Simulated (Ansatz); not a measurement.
## Ansatz (development build ahead of 0.2.0) run

```yaml
crystal:
  periodic: [false, false, false]
  atoms:
    - { symbol: O, position_ang: [0.0, 1.10381, -0.22854] }
    - { symbol: O, position_ang: [0.0, 0.0, 0.45708] }
    - { symbol: O, position_ang: [0.0, -1.93167, -0.74276] }
basis:
  gaussian: { orbitals: pcseg-2 }
magnetization:
  spin_polarized: true
hamiltonian:
  xc: { name: wB97X }
```

The input is written out in the form of the current development build from the run's settings.

The run gave:

```json
{
 "Converged": "yes",
 "Total energy": "-225.41060 hartree",
 "Spin squared of the determinant": "1.951",
 "Stability test": "minimum"
}
```

Caution: the unrestricted determinant is a mixture of spin states.
